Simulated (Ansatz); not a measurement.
**What a trial cell of Ge2F3 relaxes into**

These are results of DFT PBE, scalar-relativistic, plane waves, PAW in Ansatz 0.2.0, not measurements. Cutoff 420 eV, Γ-centred k mesh, Gaussian smearing, no spin polarisation in the final step.

The start puts Ge2F3 on the tetradymite structure type (R-3m, No. 166), with Ge in place of Bi, F in place of Te, at a guessed volume.

```
Ge F
1.0
     1.62001    0.93532    7.50959
    -1.62001    0.93532    7.50959
     0.00000   -1.87063    7.50959
Ge F
2 3
Direct
  0.40000 0.40000 0.40000
  0.60000 0.60000 0.60000
  0.00000 0.00000 0.00000
  0.20950 0.20950 0.20950
  0.79050 0.79050 0.79050
```

Cell and atoms relax at zero pressure; the relaxation can't lower the symmetry of the start. After a coarse first stage the cell is made exact in the group found at 0.06 Å.

Formation energies are uncorrected and refer to the elements' standard structures at the same level (F₂ as a molecule).

(1) Which crystal results?

(2) What are its volume, energy, density and gap?

Answers

(1) It keeps R-3m (No. 166). The result has the tetradymite structure. Conventional cell: a = 3.196 Å, c = 28.376 Å. Ge is coordinated by 3 F at 2.27 Å and 3 F at 2.61 Å; F on Wyckoff site a (1 atom of the primitive cell) is coordinated by 6 Ge at 2.61 Å; F on Wyckoff site c (2 atoms of the primitive cell) is coordinated by 3 Ge at 2.27 Å.

```xyz
5
Lattice="1.5981 0.9227 9.4585 -1.5981 0.9227 9.4585 0.0000 -1.8453 9.4585" Properties=species:S:1:pos:R:3 pbc="T T T"
Ge    0.0000    0.0000   11.3058
Ge    0.0000    0.0000   17.0698
F     0.0000    0.0000    0.0000
F     0.0000    0.0000    6.2870
F     0.0000    0.0000   22.0886
```

(2) The volume per atom is 16.7 Å³ and the density is 4.0 g/cm³. The energy over the elements is -1.33 eV/atom and the gap on the 12×12×12 mesh is 0 eV (a metal).

The final run used a 12×12×12 mesh on its 5-atom cell and 0.10 eV smearing. For metals, differences of a few meV/atom aren't resolved. Weakly bound directions are ill-defined at this level, which has no dispersion term. Symmetry constrained the relaxation, so the result can be a saddle point.

Cost: 3 runs of about 4.2 core-minutes in all, on Intel Xeon 6975P-C (Granite Rapids) (shared hosts).